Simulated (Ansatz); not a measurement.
Relaxation of C$_{2}$H$_{7}$NS (11 atoms, charge 0, multiplicity 1), to a largest force component of 0.02 eV/Å in at most 50 steps.

The calculation used RKS PBE0-D4/def2-SVP in Ansatz.

```xyz
11
Properties=species:S:1:pos:R:3
N -0.355 1.365 -0.542
C -0.244 0.447 0.536
C 0.833 -0.575 0.248
S 0.545 -1.634 -1.167
H -0.513 0.893 -1.450
H -1.261 1.959 -0.419
H 0.033 1.006 1.452
H 0.557 1.617 -0.111
H 1.822 -0.056 0.108
H 1.001 -1.216 1.162
H -0.641 -2.201 -0.618
```

**Question.** Where does it end, and by what steps?

**Answer.** It converged. After 9 steps the energy has fallen by 1.933 eV; H8 moved furthest, 0.64 Å.

| step | energy less start (eV) | largest force component (eV/Å) | accepted |
| --- | --- | --- | --- |
| 0 | 0.0000 | 4.578 | yes |
| 1 | -0.9703 | 2.644 | yes |
| 2 | -1.5922 | 1.399 | yes |
| 3 | -1.8265 | 0.806 | yes |
| 4 | -1.8686 | 0.686 | yes |
| 5 | -1.9246 | 0.325 | yes |
| 6 | -1.9302 | 0.232 | yes |
| 7 | -1.9322 | 0.081 | yes |
| 8 | -1.9326 | 0.035 | yes |
| 9 | -1.9327 | 0.012 | yes |

```xyz
11
Properties=species:S:1:pos:R:3
N -0.349 1.293 -0.451
C -0.258 0.339 0.692
C 0.870 -0.579 0.365
S 0.522 -1.537 -1.181
H -0.395 0.677 -1.285
H -1.205 1.848 -0.415
H -0.046 0.924 1.603
H 0.446 1.949 -0.642
H 1.867 -0.128 0.111
H 1.050 -1.278 1.195
H -0.724 -1.902 -0.795
```

The run took 25 s on 2 threads of Arm Neoverse V1, with other jobs on the host, peak memory 0.19 GiB.
